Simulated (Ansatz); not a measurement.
H2O⁺, quartet: the ladder up to full CI

Geometry: that of the H2O⁺, doublet, kept fixed. The doublet lies 12.3 eV lower here.

```yaml
atoms:
  - { symbol: O, position_ang: [0.0000, -0.0646, 0.0000] }
  - { symbol: H, position_ang: [0.0000, 0.5128, -0.8211] }
  - { symbol: H, position_ang: [0.0000, 0.5128, 0.8211] }
```

Basis cc-pVDZ; Ansatz 0.2.0. Correlated methods freeze the noble-gas cores, which leaves 7 electrons in 23 orbitals. Prefix R: restricted or restricted open-shell reference; prefix U: unrestricted. Active spaces: valence = (7e, 6o) chosen from the atoms' valence shells.

Full CI is exact within this basis and frozen core; it isn't the basis-set limit. The frozen core follows each run's orbitals, which can shift R against U totals by a few meV.

For open shells CISD and CISDTQ are restricted-active-space CI with the open shells as a complete middle space.

* UHF ⟨S²⟩: 3.755
* T1 diagnostic (RCCSD): 0.0137
* largest doubles amplitude (RCCSD): 0.082
* T1 diagnostic (UCCSD): 0.0097

```json
{"level": "RHF", "E − E(full CI) (mEh)": "151.54", "share of correlation (%)": "0.00", "wall time": "–"}
{"level": "UHF", "E − E(full CI) (mEh)": "145.64", "share of correlation (%)": "3.89", "wall time": "–"}
{"level": "RMP2", "E − E(full CI) (mEh)": "23.85", "share of correlation (%)": "84.26", "wall time": "–"}
{"level": "UMP2", "E − E(full CI) (mEh)": "24.56", "share of correlation (%)": "83.79", "wall time": "–"}
{"level": "CISD", "E − E(full CI) (mEh)": "5.56", "share of correlation (%)": "96.33", "wall time": "0.51 s"}
{"level": "RCCSD", "E − E(full CI) (mEh)": "3.39", "share of correlation (%)": "97.77", "wall time": "–"}
{"level": "UCCSD", "E − E(full CI) (mEh)": "3.30", "share of correlation (%)": "97.83", "wall time": "–"}
{"level": "RCCSD(T)", "E − E(full CI) (mEh)": "0.75", "share of correlation (%)": "99.51", "wall time": "0.36 s"}
{"level": "UCCSD(T)", "E − E(full CI) (mEh)": "0.72", "share of correlation (%)": "99.53", "wall time": "0.33 s"}
{"level": "BCCD(T)", "E − E(full CI) (mEh)": "0.76", "share of correlation (%)": "99.50", "wall time": "0.45 s"}
{"level": "RCCSDT", "E − E(full CI) (mEh)": "0.10", "share of correlation (%)": "99.93", "wall time": "–"}
{"level": "UCCSDT", "E − E(full CI) (mEh)": "0.05", "share of correlation (%)": "99.96", "wall time": "–"}
{"level": "CISDTQ", "E − E(full CI) (mEh)": "0.04", "share of correlation (%)": "99.97", "wall time": "8.5 s"}
{"level": "RCCSDT(Q)", "E − E(full CI) (mEh)": "0.00", "share of correlation (%)": "100.00", "wall time": "2.4 s"}
{"level": "UCCSDT(Q)", "E − E(full CI) (mEh)": "-0.05", "share of correlation (%)": "100.03", "wall time": "2.2 s"}
{"level": "CASSCF (valence space)", "E − E(full CI) (mEh)": "127.68", "share of correlation (%)": "15.74", "wall time": "–"}
{"level": "NEVPT2 (valence space)", "E − E(full CI) (mEh)": "20.78", "share of correlation (%)": "86.29", "wall time": "0.12 s"}
{"level": "MRCISD (valence space)", "E − E(full CI) (mEh)": "4.44", "share of correlation (%)": "97.07", "wall time": "–"}
{"level": "MRCISD+Q (valence space)", "E − E(full CI) (mEh)": "0.29", "share of correlation (%)": "99.81", "wall time": "0.42 s"}
```

The correlation energy at full CI, counted from RHF, is -4.123 eV. That run took 18 s on 1 thread of Arm Neoverse V2, shared host over 2,132,920 determinants.

Times hold each run's SCF and search for its determinant on a shared host, so for small cases they say little of a method's own cost; they ran on 1 thread of Arm Neoverse V2.

The full-CI state has the irrep B1 of C2v, in the program's axes.

Natural occupations of full CI about the gap: 1.978 1.950 1.012 0.995 0.978 0.039 0.010 0.006 0.006 0.005; effectively unpaired electrons, Σ n²(2−n)², 3.02.
